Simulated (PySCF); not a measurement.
Computed with B3LYP-D3(BJ)/def2-TZVP // PBE0-D4/def2-SVP (PySCF 2.14.0). All species are isolated molecules in the gas phase. B3LYP has the VWN-RPA correlation part, as in Gaussian. 

Reference species (SMILES): `N` (neutral, multiplicity 1).

```yaml
dipole_moment: 1.78 D
HOMO: -7.44 eV
HOMO–LUMO gap: 8.03 eV
```

After one change: the dipole moment increases by 2.23 D; the HOMO falls by 1.75 eV; the HOMO–LUMO gap goes up by 1.60 eV.

Problem. Name the change that produced these shifts. The new species is one of these.
(A) `O`
(B) `CC#N`
(C) `c1ccncc1`
(D) `CN(C)C`

Solution. B, `CC#N`
